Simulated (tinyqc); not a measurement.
Worked calculation: LCCD on RHF in the sto-6g basis, frozen core, for LiH, spin multiplicity 1. Computed by tinyqc, a small Python program that keeps every step (integrals from PySCF). Settings: charge = 0, multiplicity = 1, basis = sto-6g, method = RHF, frozen orbitals = 1, energy threshold = 1e-10, iteration cap = 59, orthogonalisation = symmetric, start = Wolfsberg-Helmholz matrix, DIIS depth = 6, amplitude equations = LCCD, DIIS depth for amplitudes = 0, cap on updates = 80. Command: `OMP_NUM_THREADS=1 python tinyqc.py 26235 26236 out.jsonl` (the two numbers bound the seeds that draw the settings). One thread of a shared host (Intel(R) Xeon(R) Processor @ 2.60GHz), about 0.1 s of CPU time with the checks. The early iterations of the SCF are left out here.

## One-electron integrals

Geometry (angstrom):
```
atom,x,y,z
Li,0.00000,0.00000,0.00000
H,0.00000,0.00000,1.38600
```

Basis sto-6g: exponents (1/bohr^2) and contraction coefficients of normalised primitives:
```
element,l (shell),exponent,coefficient
Li,s (1),167.17585,0.00916
Li,s (1),30.65151,0.04936
Li,s (1),8.57519,0.16854
Li,s (1),2.94581,0.37056
Li,s (1),1.14394,0.41649
Li,s (1),0.47114,0.13033
Li,s (2),6.59756,-0.01325
Li,s (2),1.30583,-0.04699
Li,s (2),0.40585,-0.03379
Li,s (2),0.15615,0.25024
Li,s (2),0.06781,0.59512
Li,s (2),0.03108,0.24071
Li,p (3),6.59756,0.00376
Li,p (3),1.30583,0.03768
Li,p (3),0.40585,0.17390
Li,p (3),0.15615,0.41804
Li,p (3),0.06781,0.42586
Li,p (3),0.03108,0.10171
H,s (1),35.52322,0.00916
H,s (1),6.51314,0.04936
H,s (1),1.82214,0.16854
H,s (1),0.62596,0.37056
H,s (1),0.24308,0.41649
H,s (1),0.10011,0.13033
```

Overlap, kinetic and nuclear-attraction integrals over the contracted functions; the nuclear repulsion is the sum of Za Zb / Rab.

nuclear repulsion = 1.1454052 hartree

overlap S, lower triangle:
```
,1Li 1s,1Li 2s,1Li 2px,1Li 2py,1Li 2pz,2H 1s
1Li 1s,1.00000
1Li 2s,0.23574,1.00000
1Li 2px,0.00000,0.00000,1.00000
1Li 2py,0.00000,0.00000,0.00000,1.00000
1Li 2pz,0.00000,0.00000,0.00000,0.00000,1.00000
2H 1s,0.10747,0.45033,0.00000,0.00000,0.54442,1.00000
```

kinetic energy T (hartree), lower triangle:
```
,1Li 1s,1Li 2s,1Li 2px,1Li 2py,1Li 2pz,2H 1s
1Li 1s,3.61674
1Li 2s,-0.11072,0.10652
1Li 2px,0.00000,0.00000,0.32001
1Li 2py,0.00000,0.00000,0.00000,0.32001
1Li 2pz,0.00000,0.00000,0.00000,0.00000,0.32001
2H 1s,-0.01471,0.05584,0.00000,0.00000,0.16431,0.76852
```

nuclear attraction V (hartree), lower triangle:
```
,1Li 1s,1Li 2s,1Li 2px,1Li 2py,1Li 2pz,2H 1s
1Li 1s,-8.44894
1Li 2s,-0.91819,-1.51481
1Li 2px,0.00000,0.00000,-1.47921
1Li 2py,0.00000,0.00000,0.00000,-1.47921
1Li 2pz,-0.02238,-0.13274,0.00000,0.00000,-1.58585
2H 1s,-0.47223,-0.88957,0.00000,0.00000,-1.10476,-2.37761
```

core Hamiltonian H = T + V (hartree), lower triangle:
```
,1Li 1s,1Li 2s,1Li 2px,1Li 2py,1Li 2pz,2H 1s
1Li 1s,-4.83220
1Li 2s,-1.02892,-1.40829
1Li 2px,0.00000,0.00000,-1.15920
1Li 2py,0.00000,0.00000,0.00000,-1.15920
1Li 2pz,-0.02238,-0.13274,0.00000,0.00000,-1.26584
2H 1s,-0.48693,-0.83374,0.00000,0.00000,-0.94046,-1.60909
```

## Two-electron integrals

Functions are numbered as in S; the eight-fold symmetry (ij|kl) = (ji|kl) = (kl|ij) leaves the list below.

Two-electron integrals (ij|kl) in chemists' order, unique and non-zero (hartree):
```
i,j,k,l,(ij|kl)
1,1,1,1,1.68125
2,1,1,1,0.24260
2,1,2,1,0.04451
2,2,1,1,0.39719
2,2,2,1,0.09028
2,2,2,2,0.29062
3,1,3,1,0.00944
3,2,3,1,0.01426
3,2,3,2,0.06424
3,3,1,1,0.39719
3,3,2,1,0.09028
3,3,2,2,0.29062
3,3,3,3,0.31312
4,1,4,1,0.00944
4,2,4,1,0.01426
4,2,4,2,0.06424
4,3,4,3,0.01688
4,4,1,1,0.39719
4,4,2,1,0.09028
4,4,2,2,0.29062
4,4,3,3,0.27937
4,4,4,4,0.31312
5,1,5,1,0.00944
5,2,5,1,0.01426
5,2,5,2,0.06424
5,3,5,3,0.01688
5,4,5,4,0.01688
5,5,1,1,0.39719
5,5,2,1,0.09028
5,5,2,2,0.29062
5,5,3,3,0.27937
5,5,4,4,0.27937
5,5,5,5,0.31312
6,1,1,1,0.11462
6,1,2,1,0.02040
6,1,2,2,0.04106
6,1,3,3,0.04053
6,1,4,4,0.04053
6,1,5,1,0.00267
6,1,5,2,0.00508
6,1,5,5,0.04211
6,1,6,1,0.01029
6,2,1,1,0.18698
6,2,2,1,0.04261
6,2,2,2,0.13690
6,2,3,3,0.13095
6,2,4,4,0.13095
6,2,5,1,0.00744
6,2,5,2,0.03724
6,2,5,5,0.14879
6,2,6,1,0.02275
6,2,6,2,0.09605
6,3,3,1,0.00436
6,3,3,2,0.01772
6,3,5,3,0.00633
6,3,6,3,0.00853
6,4,4,1,0.00436
6,4,4,2,0.01772
6,4,5,4,0.00633
6,4,6,4,0.00853
6,5,1,1,0.21100
6,5,2,1,0.04874
6,5,2,2,0.16244
6,5,3,3,0.15211
6,5,4,4,0.15211
6,5,5,1,0.01171
6,5,5,2,0.05737
6,5,5,5,0.18310
6,5,6,1,0.02759
6,5,6,2,0.12710
6,5,6,5,0.17254
6,6,1,1,0.37835
6,6,2,1,0.08800
6,6,2,2,0.30111
6,6,3,3,0.27655
6,6,4,4,0.27655
6,6,5,1,0.01991
6,6,5,2,0.11092
6,6,5,5,0.35022
6,6,6,1,0.05042
6,6,6,2,0.25548
6,6,6,5,0.35453
6,6,6,6,0.77500
```

## Orthogonalisation

S = U s U^T; symmetric (Loewdin) form X = U s^(-1/2) U^T, so that X^T S X = 1.

eigenvalues of S: 0.29203  0.80010  1.00000  1.00000  1.15449  1.75338

X, lower triangle:
```
,1Li 1s,1Li 2s,1Li 2px,1Li 2py,1Li 2pz,2H 1s
1Li 1s,1.02208
1Li 2s,-0.11777,1.14454
1Li 2px,0.00000,0.00000,1.00000
1Li 2py,0.00000,0.00000,0.00000,1.00000
1Li 2pz,0.00535,0.14933,0.00000,0.00000,1.18157
2H 1s,-0.01754,-0.34213,0.00000,0.00000,-0.41641,1.30615
```

## Starting guess

The start is the generalised Wolfsberg-Helmholz matrix (K = 1.75) built on H; D = 2 C_occ C_occ^T.

D at the start, lower triangle:
```
,1Li 1s,1Li 2s,1Li 2px,1Li 2py,1Li 2pz,2H 1s
1Li 1s,1.99900
1Li 2s,0.00705,0.10041
1Li 2px,0.00000,0.00000,0.00000
1Li 2py,0.00000,0.00000,0.00000,0.00000
1Li 2pz,-0.12987,0.17248,0.00000,0.00000,0.30635
2H 1s,-0.15914,0.28460,0.00000,0.00000,0.50157,0.82266
```

## Iteration 8 (converged): orbitals

converged F (hartree), lower triangle:
```
,1Li 1s,1Li 2s,1Li 2px,1Li 2py,1Li 2pz,2H 1s
1Li 1s,-2.38213
1Li 2s,-0.61843,-0.21787
1Li 2px,0.00000,0.00000,0.16214
1Li 2py,0.00000,0.00000,0.00000,0.16214
1Li 2pz,0.01072,-0.11996,0.00000,0.00000,-0.02327
2H 1s,-0.28546,-0.30221,0.00000,0.00000,-0.24811,-0.20187
```

Diagonalise F' = X^T F X, C = X C', fill 2 alpha and 2 beta electrons from the bottom; D = 2 C_occ C_occ^T. Each column has its largest component positive (the first on a tie).

F' = X^T F X (hartree), lower triangle:
```
,1,2,3,4,5,6
1,-2.33338
2,-0.31991,0.02177
3,0.00000,0.00000,0.16214
4,0.00000,0.00000,0.00000,0.16214
5,0.03791,0.03382,0.00000,0.00000,0.16740
6,-0.09670,-0.30536,0.00000,0.00000,-0.34095,0.13694
```

orbital energies (hartree): MO1 -2.38375, MO2 -0.30289, MO3 0.08020, MO4 0.16214, MO5 0.16214, MO6 0.59918

coefficients C:
```
,MO1,MO2,MO3,MO4,MO5,MO6
1Li 1s,0.99343,-0.17686,-0.19593,0.00000,0.00000,0.04781
1Li 2s,0.02229,0.42621,0.80078,0.00000,0.00000,-0.79988
1Li 2px,0.00000,0.00000,0.00000,0.97448,0.22449,0.00000
1Li 2py,0.00000,0.00000,0.00000,-0.22449,0.97448,0.00000
1Li 2pz,-0.00738,0.35241,-0.61753,0.00000,0.00000,-1.04223
2H 1s,0.00900,0.54707,-0.11745,0.00000,0.00000,1.29755
```

D after iteration 8, lower triangle:
```
,1Li 1s,1Li 2s,1Li 2px,1Li 2py,1Li 2pz,2H 1s
1Li 1s,2.03635
1Li 2s,-0.10647,0.36431
1Li 2px,0.00000,0.00000,0.00000
1Li 2py,0.00000,0.00000,0.00000,0.00000
1Li 2pz,-0.13932,0.30007,0.00000,0.00000,0.24849
2H 1s,-0.17562,0.46674,0.00000,0.00000,0.38545,0.59873
```

Within a degenerate level the vectors are fixed only up to a rotation; this is one choice.

## Convergence

Stop when the energy changes by less than 1e-10 hartree and every element of the error matrix X^T (F D S - S D F) X is below 3e-06.

Course of the cycle:
```
iteration,E (hartree),change,largest element of the error matrix
1,-7.9305524,-,9.34e-02
2,-7.9465972,-1.60e-02,2.54e-02
3,-7.9493021,-2.70e-03,1.12e-02
4,-7.9500479,-7.46e-04,7.53e-04
5,-7.9500486,-6.51e-07,8.75e-05
6,-7.9500486,-1.05e-08,1.58e-05
7,-7.9500486,-3.28e-10,1.09e-06
8,-7.9500486,-1.53e-12,3.17e-08
```

PySCF RHF in the same basis = -7.9500486 hartree

Converged in 8 iterations.

## Populations, bond orders and dipole

Mulliken: Z minus the diagonal of D S on the atom; Loewdin: the same with S^(1/2) D S^(1/2); Mayer order: 2 sum_s sum (D(s) S)_ij (D(s) S)_ji over the two atoms.

Charges (e):
```
atom,Mulliken,Loewdin
1Li,-0.00011,-0.00102
2H,0.00011,0.00102
```

Mayer bond orders:
```
pair,order
2-1,1.00000
```

dipole moment about the origin, x y z (debye): 0.00000  0.00000  -4.85925

## Integrals over molecular orbitals

(pq|rs) = sum C_ip C_jq C_kr C_ls (ij|kl), one index at a time.

one-electron integrals over orbitals h = C^T H C (hartree), lower triangle:
```
,1,2,3,4,5,6
1,-4.82390
2,0.11448,-1.58492
3,0.17188,0.03420,-1.14673
4,0.00000,0.00000,0.00000,-1.15920
5,0.00000,0.00000,0.00000,0.00000,-1.15920
6,-0.01909,-0.12200,0.03883,0.00000,0.00000,-0.92275
```

Two-electron integrals over orbitals (pq|rs), unique and non-zero (hartree); the lowest 1 orbital is frozen and left out:
```
p,q,r,s,(pq|rs)
2,2,2,2,0.50532
3,2,2,2,-0.04371
3,2,3,2,0.01054
3,3,2,2,0.22974
3,3,3,2,0.00454
3,3,3,3,0.34134
4,2,4,2,0.02433
4,3,4,2,0.01892
4,3,4,3,0.04142
4,4,2,2,0.28094
4,4,3,2,0.00369
4,4,3,3,0.28293
4,4,4,4,0.31312
5,2,5,2,0.02433
5,3,5,2,0.01892
5,3,5,3,0.04142
5,4,5,4,0.01688
5,5,2,2,0.28094
5,5,3,2,0.00369
5,5,3,3,0.28293
5,5,4,4,0.27937
5,5,5,5,0.31312
6,2,2,2,0.14057
6,2,3,2,-0.03139
6,2,3,3,-0.00631
6,2,4,4,-0.00443
6,2,5,5,-0.00443
6,2,6,2,0.12347
6,3,2,2,-0.04946
6,3,3,2,0.00667
6,3,3,3,0.03559
6,3,4,4,-2.59e-05
6,3,5,5,-2.59e-05
6,3,6,2,-0.02907
6,3,6,3,0.02513
6,4,4,2,-0.01937
6,4,4,3,-0.01424
6,4,6,4,0.01936
6,5,5,2,-0.01937
6,5,5,3,-0.01424
6,5,6,5,0.01936
6,6,2,2,0.46272
6,6,3,2,-0.03922
6,6,3,3,0.24194
6,6,4,4,0.27082
6,6,5,5,0.27082
6,6,6,2,0.14758
6,6,6,3,-0.04176
6,6,6,6,0.45873
```

## LCCD: starting amplitudes

t_ij^ab = <ij||ab> / (e_i + e_j - e_a - e_b), whose energy is MP2.

Starting amplitudes (spin orbitals 1a, 1b, ...; amplitudes related by a flip of all spins are not repeated):
```
from,to,t
2a 2b,6a 6b,-0.06843
2a 2b,5a 5b,-0.02616
2a 2b,4a 4b,-0.02616
2a 2b,3a 6b,0.02442
2a 2b,3a 3b,-0.01375
```

correlation energy = -0.0113998 hartree

## LCCD: amplitude update 1

t_ij^ab D_ij^ab are set to the remaining terms of the spin-orbital equations, evaluated with the old amplitudes; for the doubles these are <ij||ab> + 1/2 <ab||ef> t_ij^ef + 1/2 <mn||ij> t_mn^ab + P(ij)P(ab) <mb||ej> t_im^ae, D the orbital-energy denominators (linear CCD).

Amplitudes after update 1 (spin orbitals 1a, 1b, ...; amplitudes related by a flip of all spins are not repeated):
```
from,to,t
2a 2b,6a 6b,-0.09265
2a 2b,3a 6b,0.03541
2a 2b,5a 5b,-0.03011
2a 2b,4a 4b,-0.03011
2a 2b,3a 3b,-0.01617
```

correlation energy = -0.0152978 hartree

## LCCD: amplitude update 2

As before.

Amplitudes after update 2 (spin orbitals 1a, 1b, ...; amplitudes related by a flip of all spins are not repeated):
```
from,to,t
2a 2b,6a 6b,-0.10144
2a 2b,3a 6b,0.04009
2a 2b,5a 5b,-0.03019
2a 2b,4a 4b,-0.03019
2a 2b,3a 3b,-0.01807
```

correlation energy = -0.0167000 hartree

## LCCD: amplitude update 3

As before.

Amplitudes after update 3 (spin orbitals 1a, 1b, ...; amplitudes related by a flip of all spins are not repeated):
```
from,to,t
2a 2b,6a 6b,-0.10466
2a 2b,3a 6b,0.04217
2a 2b,5a 5b,-0.02980
2a 2b,4a 4b,-0.02980
2a 2b,3a 3b,-0.01916
```

correlation energy = -0.0172202 hartree

## LCCD: convergence

E_corr = 1/4 sum <ij||ab> t_ij^ab; stop when the norm of the change is below 1e-8.

Course of the amplitude iterations:
```
update,correlation energy (hartree),norm of the change
0,-0.0113998,-
1,-0.0152978,5.88e-02
2,-0.0167000,2.23e-02
3,-0.0172202,9.05e-03
4,-0.0174186,3.82e-03
5,-0.0174961,1.65e-03
6,-0.0175270,7.26e-04
7,-0.0175396,3.22e-04
8,-0.0175448,1.44e-04
9,-0.0175470,6.43e-05
10,-0.0175479,2.88e-05
11,-0.0175483,1.29e-05
12,-0.0175485,5.81e-06
13,-0.0175486,2.61e-06
14,-0.0175486,1.17e-06
15,-0.0175486,5.28e-07
16,-0.0175486,2.37e-07
17,-0.0175486,1.07e-07
18,-0.0175486,4.79e-08
19,-0.0175486,2.15e-08
20,-0.0175486,9.66e-09
```

Converged amplitudes (spin orbitals 1a, 1b, ...; amplitudes related by a flip of all spins are not repeated):
```
from,to,t
2a 2b,6a 6b,-0.10658
2a 2b,3a 6b,0.04387
2a 2b,5a 5b,-0.02923
2a 2b,4a 4b,-0.02923
2a 2b,3a 3b,-0.02026
```

LCCD total energy = -7.9675972 hartree

Converged in 20 updates.
